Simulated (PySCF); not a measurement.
**From a raw peak list to a structure**

Formula C4H4F2. The spectrum was simulated from the full spin Hamiltonian at 200 MHz with 0.8 Hz Lorentzian lines, from shifts rounded to 0.01 ppm and J to 0.1 Hz, couplings under 1 Hz left out.

```tsv
region	integral (H)	ppm	Hz	height
1	1	6.092	1218.4	13
1		6.070	1213.9	26
1		6.047	1209.4	13
1		5.772	1154.5	26
1		5.750	1150.0	52
1		5.728	1145.5	27
1		5.453	1090.6	13
1		5.431	1086.1	26
1		5.408	1081.6	13
2	2	2.645	529.0	25
2		2.623	524.6	46
2		2.602	520.3	27
2		2.572	514.4	51
2		2.550	510.1	91
2		2.529	505.7	54
2		2.499	499.8	25
2		2.477	495.5	45
2		2.456	491.1	27
3	1	2.010	402.1	57
3		1.990	397.9	100
3		1.969	393.7	49
```

13C{1H} NMR (computed): δ 117.6 (CH, t, J = 306.0 Hz), 79.1 (C, t, J = 9.5 Hz), 78.4 (CH), 27.6 (CH2, t, J = 27.4 Hz).

One averaged value for each set of equivalent atoms, in vacuum, one computed conformer, relativity neglected. GIAO PBE0/pcSseg-1 shieldings; geometry: PBE0-D3(BJ)/def2-SVP; spin–spin couplings from B3LYP/pcJ-1 (spin–dipole term only in couplings to heteroatoms); PySCF.

References, each an isolated molecule treated in the same way: TMS for 1H and 13C.

(1) Analyse the multiplets.

(2) What is the compound?

## Answers

(1) 1H NMR (200 MHz, computed): δ 5.75 (tt, J = 63.9, 4.5 Hz, 1H), 2.55 (tt, J = 14.6, 4.4 Hz, 2H), 1.99 (t, J = 4.2 Hz, 1H). These are first-order names from the parameters used; overlap and second-order distortion can hide them in the list.

(2) `C#CCC(F)F`.

Atom-mapped SMILES (the numbers label the heavy atoms): `[CH:1]#[C:2][CH2:3][CH:4]([F:5])[F:6]`. Hydrogens are named by the atom that carries them.

1. δ 5.75: H(C4), hydrogen on an sp3 CH bonded to 2 F, coupled to F5/F6 (63.9 Hz), H(C3) (4.5 Hz).
2. δ 2.55: H(C3), hydrogen on a propargylic sp3 CH2, coupled to F5/F6 (14.6 Hz), H(C4) and H(C1) (4.4 Hz).
3. δ 1.99: H(C1), hydrogen on a terminal alkyne carbon, coupled to H(C3) (4.2 Hz).

The shifts were computed for this structure.

C–F couplings over four or more bonds (about 3 Hz to the para carbon of a fluoroarene) are left out. Common functionals overestimate the size of one-bond C–F couplings by tens of Hz; these are unscaled. Splittings below 1 Hz are ignored in the labels, and close J values are merged. Unscaled 3J(H,H) at this level run about 10 % above measured values. Shifts are as computed. Against solution values, carbons near 30 ppm lie about +2 ppm off and those near 130 ppm about +5 ppm. Of 1211 compounds with measured shifts, 218 miss one by over three times the rms of a fit or turn the order of signals round; such compounds aren't used in these exercises. Vicinal H,H couplings across rotating CH2–CH2 and CH–CH2 bonds are estimated from the computed gauche and anti values for equal rotamer populations, (2 J gauche + J anti)/3. Vicinal couplings across rotatable single bonds and in flexible rings belong to the one computed conformer; a conformer average would change them.
